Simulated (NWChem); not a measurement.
# S2F2 (Difluorodisulfane): PBE0/6-311+G(d,p)

Aim: the energy change on altering one bond length of S2F2 (Difluorodisulfane) at PBE0/6-311+G**, from 2 runs. 

Program for the calculation: NWChem 7.3.0.

3 further runs of the same task are left out: 3 that didn't finish. Runs told in other sessions of the task aren't counted.

### 1 The structure to begin with

S2F2: 4 atoms, total charge 0, spin state singlet. SMILES: `FSSF`. Geometry: relaxed at PBE0-D4/def2-TZVP.

Bond lengths: F1–S2 1.631 Å, S2–S3 1.890 Å, S3–F4 1.631 Å. Angles: F1–S2–S3 108.6°, S2–S3–F4 108.6°.

### 2 Energy and gradient at PBE0/6-311+G(d,p)

input.nw

```
start input
memory stack 880 mb heap 220 mb global 1100 mb
charge 0

geometry noautosym nocenter noautoz
   F     -1.783750    -0.199930    -0.621590
   S     -0.467670     0.764150    -0.632370
   S      1.044990    -0.276390    -0.184720
   F      1.206410    -0.287820     1.438680
end

basis spherical bse
   * library 6-311+G**
end

dft
   xc pbe0
   grid fine
   convergence energy 1e-08
   iterations 100
   mulliken
   print medium
end

task dft gradient
```

Run with:

```sh
$ nwchem input.nw > input.out
```

What it wrote:

```text
[...]
          Wavefunction type:  closed shell.
          No. of atoms     :     4
          No. of electrons :    50
[...]
          Charge           :     0
          Spin multiplicity:     1
[...]
          AO basis - number of functions:   104
[...]
              XC Information
              --------------
                         PBE0 Method XC Functional
                     Hartree-Fock (Exact) Exchange  0.250
          PerdewBurkeErnzerhof Exchange Functional  0.750
            Perdew 1991 LDA Correlation Functional  1.000 local
           PerdewBurkeErnz. Correlation Functional  1.000 non-local
[...]
 d= 0,ls=0.0,diis     1   -995.5066954601 -1.23D+03  1.35D-02  1.73D+00     1.2
[...]
 d= 0,ls=0.0,diis    10   -995.6281935915 -3.83D-09  5.11D-07  5.77D-10     9.1
         Total DFT energy =     -995.628193591531
      One electron energy =    -1835.548291757962
           Coulomb energy =      681.666822609107
    Exchange-Corr. energy =      -71.875060225264
 Nuclear repulsion energy =      230.128335782588
[...]
      Total Density - Mulliken Population Analysis
     ---------------------------------------------
    Atom       Charge   Shell Charges
 -----------   ------   -------------------------------------------------------
    1 F    9     9.15   1.08  0.92  1.16  1.10  2.34  0.92  1.77 -0.15  0.03  0.00
    2 S   16    15.85   0.78  1.19  0.94  1.05  1.16  0.91  1.85  4.03  0.97  2.37  0.46  0.03 -0.03  0.16
    3 S   16    15.85   0.78  1.19  0.94  1.05  1.16  0.91  1.85  4.03  0.97  2.37  0.46  0.03 -0.03  0.16
    4 F    9     9.15   1.08  0.92  1.16  1.10  2.34  0.92  1.77 -0.15  0.03  0.00
[...]
  wavefunction    = closed shell
                         DFT ENERGY GRADIENTS
    atom               coordinates                        gradient
                 x          y          z           x          y          z
   1 F      -3.370799  -0.377813  -1.174635    0.014988   0.011694  -0.000169
   2 S      -0.883768   1.444034  -1.195006   -0.003098  -0.020535   0.003293
   3 S       1.974745  -0.522301  -0.349070   -0.010411   0.009121   0.015830
   4 F       2.279784  -0.543901   2.718711   -0.001478  -0.000280  -0.018953
[...]
```

It took 12 s on 1 thread of Intel Xeon 6975P-C (Granite Rapids), shared host; peak memory 0.12 GiB.

### 3 The distorted shape: the energy at PBE0/6-311+G(d,p)

test.nw

```
start test
memory stack 880 mb heap 220 mb global 1100 mb
charge 0

geometry noautosym nocenter noautoz
  F    -1.912886   -0.190786   -1.920308
  S    -0.596806    0.773294   -1.931088
  S     0.915854   -0.267246   -1.483438
  F     1.206410   -0.287820    1.438680
end

basis spherical bse
  * library 6-311+G**
end

dft
  xc pbe0
  grid fine
  convergence energy 1e-08
  maxiter 100
  mulliken
  print medium
end

task dft energy
```

Run with:

```sh
$ nwchem test.nw > test.out
```

What it wrote:

```text
[...]
          Wavefunction type:  closed shell.
          No. of atoms     :     4
          No. of electrons :    50
[...]
          Charge           :     0
          Spin multiplicity:     1
[...]
          AO basis - number of functions:   104
[...]
              XC Information
              --------------
                         PBE0 Method XC Functional
                     Hartree-Fock (Exact) Exchange  0.250
          PerdewBurkeErnzerhof Exchange Functional  0.750
            Perdew 1991 LDA Correlation Functional  1.000 local
           PerdewBurkeErnz. Correlation Functional  1.000 non-local
[...]
 d= 0,ls=0.0,diis     1   -995.1771290194 -1.19D+03  8.06D-02  2.78D+00     1.1
[...]
 d= 0,ls=0.0,diis    20   -995.5228694160 -2.98D-09  1.28D-06  1.52D-09    15.9
         Total DFT energy =     -995.522869415984
      One electron energy =    -1773.884614742197
           Coulomb energy =      650.502166318202
    Exchange-Corr. energy =      -71.655768836532
 Nuclear repulsion energy =      199.515347844543
[...]
      Total Density - Mulliken Population Analysis
     ---------------------------------------------
    Atom       Charge   Shell Charges
 -----------   ------   -------------------------------------------------------
    1 F    9     9.11   1.08  0.92  1.15  1.10  2.33  0.91  1.75 -0.16  0.02  0.00
    2 S   16    15.69   0.78  1.19  0.94  1.05  1.19  0.87  1.85  4.03  0.94  2.28  0.35  0.04  0.01  0.17
    3 S   16    15.75   0.78  1.19  0.94  1.05  1.19  0.86  1.85  4.03  0.96  2.42  0.56 -0.08 -0.05  0.06
    4 F    9     9.45   1.08  0.92  1.15  1.11  2.26  0.90  1.77 -0.01  0.28  0.00
[...]
```

Run time: 17 s. Hardware: 1 thread of Intel Xeon 6975P-C (Granite Rapids), shared host; peak memory 0.12 GiB.

### 4 Summary of results

At PBE0/6-311+G**:

| quantity | value |
| --- | --- |
| first shape: total energy | -995.62819 Eh |
| first shape: dipole moment | 1.76 D |
| first shape: HOMO energy | -8.71 eV |
| first shape: LUMO energy | -1.92 eV |
| first shape: HOMO–LUMO gap | 6.79 eV |
| first shape: largest force on an atom | 1.081 eV/Å |
| distorted shape: total energy | -995.52287 Eh |
| distorted shape: dipole moment | 7.12 D |
| distorted shape: HOMO energy | -8.49 eV |
| distorted shape: LUMO energy | -6.26 eV |
| distorted shape: HOMO–LUMO gap | 2.23 eV |
| energy change with the S3–F4 bond stretched from 1.631 to 2.937 Å | 2.866 eV |

**Reading.** One bond (distorted shape) is far stretched, which a spin-restricted single reference describes badly; a broken-symmetry solution may lie lower. With the S3–F4 bond stretched from 1.631 to 2.937 Å the energy rises by 2.87 eV (66 kcal/mol). The first shape isn't relaxed at this level, so the change isn't measured from a minimum. A restricted reference can't describe the breaking bond well at this length. The largest force (first shape) is 1.08 eV/Å: the shape isn't a stationary point for this species at this level. Mulliken charges (first shape) run from -0.15 on F1 to +0.15 on S2; in a basis this large or diffuse they mean little.
